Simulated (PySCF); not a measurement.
Compound: C3H2ClPS.
Numbering: `[Cl:1][c:2]1[cH:3][p:4][cH:5][s:6]1`

NICS = −σ at a ghost point: NICS(0) at the centroid of the ring atoms, NICS(1) 1 Å to either side along the normal of their mean plane, zz for the tensor component along that normal. Level: GIAO PBE0/pcSseg-1 (PySCF, non-relativistic, gas phase) on the GFN2-xTB geometry, one conformer.

Ring bond lengths (Å), with Mayer bond orders in brackets: C2–C3 1.354 (1.56), C3–P4 1.767 (1.14), P4–C5 1.704 (1.48), C5–S6 1.715 (1.16), S6–C2 1.729 (1.11).

What do the NICS probes read (ppm)?

```
          ring                                                     type  NICS(0)  NICS(1), two faces  NICS(1)zz, two faces  rms pucker (Å)  centre to ring atoms, mean (Å)
C2–C3–P4–C5–S6  5-membered ring with P and S; formal bonds all aromatic    -11.6       -10.8 / -10.8         -24.1 / -24.1            0.00                            1.40
```

What can be read from them?

- C2–C3–P4–C5–S6: mean NICS(1)zz -24.1 ppm, shielded.

And the bond-length index? HOMA takes Krygowski's 1993 parameters.

- C2–C3–P4–C5–S6: HOMA 0.75; the largest term is that of C3–P4, α(R − Ropt)² = 0.56.

What field does 14.1 T along the ring normal induce along that normal at the second NICS(1) probe listed for ring C2–C3–P4–C5–S6, 1 Å off the ring?

NICSzz × B0 = -24.1 ppm × 14.1 T = -340 μT, against the applied field.

Give the inner angles of the rings and the Hirshfeld charges of the ring atoms.

- C2–C3–P4–C5–S6: C2 117.1° (-0.018 e), C3 117.0° (-0.140 e), P4 92.9° (+0.083 e), C5 119.0° (-0.141 e), S6 94.0° (+0.129 e); sum 540.0° against 540° for a flat convex ring.
